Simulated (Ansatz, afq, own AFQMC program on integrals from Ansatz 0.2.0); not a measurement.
Integrals from Ansatz 0.2.0, then the random walk in our own AFQMC program (afq).

```yaml
crystal:
  periodic: [false, false, false]
  atoms:
    - {symbol: B, position_ang: [0.000000, 0.000000, 0.000000]}
    - {symbol: H, position_ang: [0.414685, 0.812495, 0.810653]}
    - {symbol: H, position_ang: [-0.424327, -0.807694, 0.810461]}
    - {symbol: H, position_ang: [-0.412812, 0.808646, -0.815443]}
    - {symbol: H, position_ang: [0.422454, -0.813448, -0.805671]}
basis:
  gaussian: {orbitals: cc-pVTZ}
total_charge: 1
magnetization: {spin_polarized: true, initial_magnetization: 2}
correlation: {method: ccsd_t, electrons: outside_noble_gas, hamiltonian_folder: ham}
```

```sh
$ ansatz run in.yaml --threads 1 --pin off --events-out ev --progress --plain --max-ram 24576MiB --backend cuda --devices 0, --max-vram 18GiB
```

afq runs on the folder ham with

```
--method phaseless --trial cisd --walkers 1000 --populations 20 --least-time 60 --time-step 0.005 --steps-per-block 50 --equilibration-blocks 28 --max-blocks 4000 --target-error 0.00015 --factor-cut 1e-05 --start spin_pure --seed 6698 --release-times 0.24,0.5,1,1.5 --release-step 0.02 --release-every 3 --taylor-order 6
```

Times are imaginary, in 1/Eh. The walk had a cap of 237 s. With eight or more populations the least sampling time is a fifth of least-time, and the error comes from their spread.

```
orbitals 85  electrons 4 2  factors 471 of 471
reference energy -26.45015549 Eh
CCSD correlation -0.12193099 Eh in 10 cycles, weight of the determinant in the CISD state 0.9341
energy of the start -26.571855 Eh
 block  time / (1/Eh)  mean weight  energy / Eh
     1     0.250  0.9999  -26.571913
     2     0.500  0.9994  -26.572839
     3     0.750  0.9996  -26.573505
     4     1.000  1.0002  -26.574191
     5     1.250  0.9997  -26.574495
    10     2.500  1.0005  -26.575974
    19     4.750  1.0003  -26.575555
    29     7.250  1.0001  -26.576507
    39     9.750  1.0001  -26.575157
    49    12.250  1.0000  -26.575826
    59    14.750  1.0003  -26.575337
    61    15.250  1.0003  -26.575024
    69    17.250  1.0001  -26.575599
    79    19.750  1.0003  -26.575630
    89    22.250  0.9996  -26.575312
    99    24.750  0.9996  -26.576041
   107    26.750  0.9999  -26.575150
error from the spread of 20 populations
released: time / (1/Eh)  energy / Eh  error  mean overlap
  0.24  -26.575667  0.000074  1.0008
  0.50  -26.575858  0.000083  0.9990
  1.00  -26.575802  0.000201  0.9999
  1.50  -26.576086  0.000051  1.0007
energy -26.575515 +/- 0.000073 Eh
(rows thinned)
```

**Question.** Estimate how long the walk took on 1 × NVIDIA H100 80GB HBM3 with 2 threads of AMD EPYC 7R13 Processor (Zen 3), on a shared host (the card was shared).

**Answer.** 60 s of wall time.

The run passed its tests (sampling time, drift between the halves within three errors, error under three times the target), which doesn't prove that it has relaxed.

Against this walk (error 2.0 meV) on the same determinant: CCSD(T) 3.9 meV higher (within the noise), CCSDT(Q) 18.2 meV lower. The error is statistical and leaves out the bias of the constraint. The released energies have errors that jump between times, so the bars are unsure (meV from the phaseless value at times in 1/Eh: -4.1 ± 2.0 at 0.24, -9.3 ± 2.3 at 0.50, -8 ± 5 at 1.00, -15.5 ± 1.4 at 1.50), so they give no level; they do show a bias of the constraint, and the last of them that isn't too noisy lies 3 meV above CCSDT(Q).

Cautions: constraint bias not in the error; lower spins were not checked.

CCSDT and higher add their correlation energy to the determinant of the CCSD(T) run, since their own runs factorise the integrals more tightly (a shift of under 2 meV). A walk keeps the symmetry of its determinant, which the program's search chose and which needn't be the lowest solution, so a lower state of the same spin and another symmetry isn't excluded.
